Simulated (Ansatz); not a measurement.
## [CH$_{3}$···H···H], doublet along the distance C1-H5

Starting geometry:

```
atom    x (Å)    y (Å)    z (Å)
   C  -0.1390   0.0000   0.0000
   H  -0.5022   1.0273   0.0000
   H  -0.5022  -0.5137   0.8897
   H  -0.5022  -0.5137  -0.8897
   H   0.9506   0.0000   0.0000
   H   2.2130   0.0000   0.0000
```

From there H5 is moved from one fragment to the other while all else, the fragments' distance too, stays fixed; atoms are numbered as listed. Energies are in kcal/mol, counted from the starting geometry at the same level.

Basis cc-pVTZ; Ansatz 0.2.0. Only valence electrons are correlated (noble-gas cores frozen). Prefix R: restricted or restricted open-shell reference; prefix U: unrestricted.

Full CI isn't at hand for all of this; UCCSDT(Q) serves as the reference, and is uncertain by about the last step of the cluster series. The frozen core follows each run's orbitals, which can shift R against U totals by a few meV.

```json
{"distance C1-H5 (Å)": "1.090", "UCCSDT(Q)": "0.0", "error RHF": "0.0", "error RMP2": "0.0", "error UMP2": "0.0", "error RCCSD": "0.0", "error UCCSD(T)": "0.0", "error RCCSDT(Q)": "0.0"}
{"distance C1-H5 (Å)": "1.164", "UCCSDT(Q)": "1.3", "error RHF": "2.3", "error RMP2": "0.6", "error UMP2": "0.7", "error RCCSD": "0.2", "error UCCSD(T)": "0.0", "error RCCSDT(Q)": "0.0"}
{"distance C1-H5 (Å)": "1.311", "UCCSDT(Q)": "7.1", "error RHF": "8.4", "error RMP2": "1.7", "error UMP2": "2.9", "error RCCSD": "0.5", "error UCCSD(T)": "0.1", "error RCCSDT(Q)": "0.0"}
{"distance C1-H5 (Å)": "1.459", "UCCSDT(Q)": "9.5", "error RHF": "8.6", "error RMP2": "3.2", "error UMP2": "4.1", "error RCCSD": "0.2", "error UCCSD(T)": "0.1", "error RCCSDT(Q)": "0.0"}
{"distance C1-H5 (Å)": "1.607", "UCCSDT(Q)": "9.6", "error RHF": "2.7", "error RMP2": "3.2", "error UMP2": "3.4", "error RCCSD": "-0.4", "error UCCSD(T)": "0.1", "error RCCSDT(Q)": "0.0"}
```

Errors are those of relative energies. In total energy the starting point itself misses UCCSDT(Q) by: RHF 147.5, RMP2 18.3, UMP2 18.2, RCCSD 4.7, UCCSD(T) 0.4, RCCSDT(Q) 0.0 kcal/mol.

Spread of the error over the points with a reference, to 1.607 Å (largest less smallest): RCCSDT(Q) 0.0, UCCSD(T) 0.1, RCCSD 0.9, RMP2 3.2, UMP2 4.1, RHF 8.6 kcal/mol.
